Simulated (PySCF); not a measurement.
**triplet MgHCl: levels of theory compared**

We compute a comparison of 5 runs (U-wB97X-V/STO-3G, UB2PLYP/STO-3G, UM06-2X/STO-3G, NEVPT2(4,4)/STO-3G, ROCCSD(T)/STO-3G) of triplet MgHCl. Input form: a Python script.

Program for the calculation: PySCF 2.14.0.

2 further runs of the same task are left out: 2 set aside as unsound or not needed.

## Step 1: The system as given

MgHCl has 3 atoms, charge 0, and is taken as a triplet. As SMILES of the parent species, `[MgH][Cl]`. The shape is that of a PBE0-D4/def2-TZVP optimisation. That shape belongs to the parent species and isn't relaxed for this state.

Bond lengths: Mg1–Cl2 2.187 Å, Mg1–H3 1.686 Å. Angles: Cl2–Mg1–H3 179.9°.

## Step 2: A single-point energy at U-wB97X-V/STO-3G (run 1)

job.py

```python
from pyscf import gto, dft

mol = gto.M(
    atom='''
Mg    -0.283459    -0.003779    -0.156091
Cl     3.338201    -0.501722     1.771618
H     -3.075529     0.383047    -1.640660
''',
    max_memory=1860,
    unit='bohr',
    spin=2,
    verbose=4,
    basis='sto-3g',
    charge=0,
)

calc0 = dft.UKS(mol)
calc0.xc = 'wb97x-v'
calc0.conv_tol = 1e-10
calc0.nlcgrids.level = 1
calc0.grids.level = 5
calc0.kernel()
if not calc0.converged:
    calc0 = calc0.newton().run(calc0.mo_coeff, calc0.mo_occ)

etot = calc0.e_tot
print('Final energy', etot)
```

On the command line:

```sh
$ OMP_NUM_THREADS=1 python job.py
```

Log:

```text
PySCF version 2.14.0

[... 63 lines left out ...]
[... the frontier-level lines of each cycle are left out ...]
[... 11 lines left out ...]
[... 11 lines left out ...]
[... 11 lines left out ...]
[... 11 lines left out ...]
[... 1 line left out ...]
cycle= 9 E= -653.055525586772  delta_E= -3.76e-10  |g|= 2.58e-06  |ddm|= 7.34e-05


cycle= 10 E= -653.055525586786  delta_E= -1.46e-11  |g|= 5.15e-07  |ddm|= 1.04e-05


Extra cycle  E= -653.055525586786  delta_E= -1.14e-13  |g|= 2.08e-07  |ddm|= 2.41e-06
converged SCF energy = -653.055525586786  <S^2> = 2.000148  2S+1 = 3.0000987
Final energy -653.0555255867863
```

Run time: 10 s. Hardware: 1 thread of Arm Neoverse V2, shared host; peak memory 0.19 GiB.

## Step 3: The energy at UB2PLYP/STO-3G (run 2)

job.py

```python
from pyscf import gto, dft, mp

mol = gto.M(
    atom='''
Mg    -0.283459    -0.003779    -0.156091
Cl     3.338201    -0.501722     1.771618
H     -3.075529     0.383047    -1.640660
''',
    basis='sto-3g',
    unit='bohr',
    max_memory=1860,
    spin=2,
    verbose=3,
)

calc0 = dft.UKS(mol, xc='0.53*HF + 0.47*B88, 0.73*LYP')
calc0.grids.level = 5
calc0.conv_tol = 1e-10
calc0.kernel()
if not calc0.converged:
    calc0 = calc0.newton().run(calc0.mo_coeff, calc0.mo_occ)

pt = mp.MP2(calc0, frozen=6).run()
energy = calc0.e_tot + 0.27 * pt.e_corr
print('PT2 part  %.8f' % (0.27 * pt.e_corr))
print(f'total energy: {energy:.8f} hartree')
```

On the command line:

```sh
$ OMP_NUM_THREADS=1 python job.py
```

Log:

```text
WARN: HOMO 0.0686957189848458 >= LUMO -0.349874025439663

WARN: HOMO 0.0290774667385547 >= LUMO -0.0888838396480351

WARN: HOMO 0.0460318930061721 >= LUMO -0.052082295254264

WARN: HOMO 0.0405684255425068 >= LUMO -0.0479634977571269

WARN: HOMO 0.0393932786275926 >= LUMO -0.0463923763602287

WARN: HOMO 0.0383136071864135 >= LUMO -0.0457688335277107

WARN: HOMO 0.0382138728592988 >= LUMO -0.0456611876449396

WARN: HOMO 0.0381758580975552 >= LUMO -0.0456508593144689

WARN: HOMO 0.0381763254272375 >= LUMO -0.0456497420070493

WARN: HOMO 0.0381763117217174 >= LUMO -0.0456497718405608

converged SCF energy = -652.854285332821  <S^2> = 2.000255  2S+1 = 3.00017
E(UMP2) = -652.890637179684  E_corr = -0.0363518468633649
E(SCS-UMP2) = -652.890612364302  E_corr = -0.0363270314809303
PT2 part  -0.00981500
total energy: -652.86410033 hartree
```

Run time: 2.6 s. Hardware: 1 thread of Arm Neoverse V2, shared host; peak memory 0.19 GiB.

Run 3 isn't shown in full; the table further down has it.

## Step 4: A single-point energy at NEVPT2(4,4)/STO-3G (run 4)

input.py

```python
import numpy
from pyscf import gto, scf, mp, mcscf, mrpt

mol = gto.M(
    atom='''
Mg      -0.150000      -0.002000      -0.082600
Cl       1.766500      -0.265500       0.937500
H       -1.627500       0.202700      -0.868200
''',
    basis='sto-3g',
    spin=2,
    charge=0,
    max_memory=1860,
    verbose=4,
)

mf = scf.ROHF(mol)
mf.conv_tol = 1e-10
mf.kernel()
if not mf.converged:
    mf = mf.newton().run(mf.mo_coeff, mf.mo_occ)

pt = mp.MP2(scf.addons.convert_to_uhf(mf)).run()
noons, natorbs = mcscf.addons.make_natural_orbitals(pt)
print('natural occupations', numpy.round(noons[:40], 4))
cas = mcscf.CASSCF(mf, 4, 4)
cas.fix_spin_(ss=2.0)
cas.natorb = True
cas.kernel(natorbs)
e_pt2 = mrpt.NEVPT(cas).kernel()
etot = cas.e_tot + e_pt2
print(f'total energy: {etot:.8f} hartree')
```

On the command line:

```sh
$ OMP_NUM_THREADS=1 python input.py
```

Log:

```text
PySCF version 2.14.0

[... 76 lines left out ...]
SCF not converged.
[... 43 lines left out ...]
converged SCF energy = -652.096009420407
[... 93 lines left out ...]
1-step CASSCF converged in  23 macro (303 JK  69 micro) steps
[... 13 lines left out ...]
CASSCF energy = -652.099623745754
[... 25 lines left out ...]
Nevpt2 Energy = -0.021854243698530
total energy: -652.12147799 hartree
```

It took 1.5 s on 1 thread of Arm Neoverse V2, shared host; peak memory 0.12 GiB.

## Step 5: The energy at ROCCSD(T)/STO-3G (run 5)

calc.py

```python
from pyscf import gto, scf, cc

system = gto.M(
    atom=[
    ('Mg', (-0.150000, -0.002000, -0.082600)),
    ('Cl', (1.766500, -0.265500, 0.937500)),
    ('H', (-1.627500, 0.202700, -0.868200)),
],
    max_memory=1860,
    basis='sto-3g',
    spin=2,
    verbose=3,
)

mf = scf.ROHF(system)
mf.conv_tol = 1e-10
mf.kernel()
if not mf.converged:
    mf = mf.newton().run(mf.mo_coeff, mf.mo_occ)

mycc = cc.CCSD(mf, frozen=6)
mycc.kernel()
e_t = mycc.ccsd_t()
etot = mycc.e_tot + e_t
print('E(%s) = %.9f' % ('CCSD(T)', etot))
```

On the command line:

```sh
$ OMP_NUM_THREADS=1 python calc.py
```

Log:

```text
SCF not converged.
SCF energy = -652.094435320112
converged SCF energy = -652.096009420407

WARN: RCCSD method does not support ROHF method. ROHF object is converted to UHF object and UCCSD method is called.

E(UCCSD) = -652.1239016251706  E_corr = -0.02789220476395909
UCCSD(T) correction = -0.00113866952587863
E(CCSD(T)) = -652.125040295
```

Run time: 0.8 s. Hardware: 1 thread of Arm Neoverse V2, shared host; peak memory 0.12 GiB.

## Step 6: All runs side by side

```csv
run,level,nlc grid,frozen core orbitals,energy (Eh),dipole moment (D) of the reference,⟨S²⟩,wall time
1,U-wB97X-V/STO-3G,1,–,-653.055526,6.74,2.000,10 s
2,UB2PLYP/STO-3G,–,6,-652.864100,6.58,2.000,2.6 s
3,UM06-2X/STO-3G,–,–,-653.179490,6.33,2.000,5.4 s
4,"NEVPT2(4,4)/STO-3G",–,–,-652.121478,7.66,–,1.5 s
5,ROCCSD(T)/STO-3G,–,6,-652.125040,7.66,2.000,0.8 s
```

## Step 7: What came out

```
                                          quantity          value
                               run 5: total energy  -652.12504 Eh
       run 5: dipole moment (Hartree–Fock density)         7.66 D
run 5: correlation energy (6 core orbitals frozen)      -29.0 mEh
                             run 5: (T) correction      -1.14 mEh
          run 5: ⟨S²⟩ of the reference determinant          2.000
                              run 5: T1 diagnostic          0.017
```

Over runs 1, 2, 3 the dipole moment (its size) runs from 6.33 D (UM06-2X/STO-3G) to 6.74 D (U-wB97X-V/STO-3G). Totals of different functionals can't be ranked against each other. In runs 1, 2, 3, 4, 5 the basis is minimal, so the values are rough. All runs together took 21 s, the longest 10 s.
